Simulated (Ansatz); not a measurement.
`N[SiH2][SiH3]` → `[SiH3]`• + `N[SiH2]`•  (homolysis of the Si–Si bond)

Computed with Ansatz on PBE0-D4/def2-TZVP structures; ΔE is electronic, products minus reactants. CCSD(T)/CBS is the MP2 limit (def2-TZVPP, def2-QZVPP) plus CCSD(T) − MP2 in def2-TZVPP, frozen cores. This one scheme is used for every species. DFT in def2-TZVPP. Open shells (•) are unrestricted, without spin–orbit coupling. Each species was taken in one conformer, which may not be the lowest.

`N[SiH2][SiH3]`:

Cartesian coordinates in Å:
```
N 0.049 -1.685 -0.602
Si -0.038 0.015 -0.879
Si -0.111 1.108 1.189
H 0.741 -2.050 0.032
H -0.103 -2.322 -1.367
H -1.280 0.276 -1.657
H 1.089 0.599 -1.673
H 1.048 0.691 2.029
H -1.360 0.786 1.931
H -0.034 2.582 0.997
```

`[SiH3]`•:

Z-matrix (Å, degrees):
```
Si
H 1 1.486
H 1 1.486 2 111.3
H 1 1.486 2 111.3 3 124.6
```

`N[SiH2]`•:

```xyz
6

N    -0.748   -0.324    0.263
Si    0.883    0.122   -0.079
H    -1.113   -1.197   -0.083
H    -1.155   -0.093    1.156
H     1.097   -0.070   -1.544
H     1.035    1.562    0.287
```

```csv
level,ΔE (kJ/mol)
r2SCAN-D4,296.4
PBE0-D4,310.8
BLYP,281.1
CAM-B3LYP,302.7
LC-ωPBE,306.8
SCS-MP2/def2-TZVPP,318.4
HF/def2-QZVPP,232.7
MP2/def2-QZVPP,321.9
```

Question: What does CCSD(T)/CBS give? (Best estimate.)

Answer: Computed: +325.9 kJ/mol. The listed levels differ from it by -29.5, -15.1, -44.8, -23.2, -19.1, -7.5, -93.2, -4.0 kJ/mol.

Largest T1 diagnostic among the species: 0.015.

In def2-TZVPP, CCSD(T) changes the Hartree–Fock value by +80.9 kJ/mol (the triples alone add +5.2 kJ/mol) and MP2 by +82.0 kJ/mol; breaking electron pairs costs correlation energy, which Hartree–Fock lacks. At CCSD(T), def2-SVP lies −27.4 kJ/mol from the extrapolated value and def2-TZVPP −11.3 kJ/mol: correlation converges slowly with the basis, and small sets miss more of it in the bonded molecule than in its fragments.
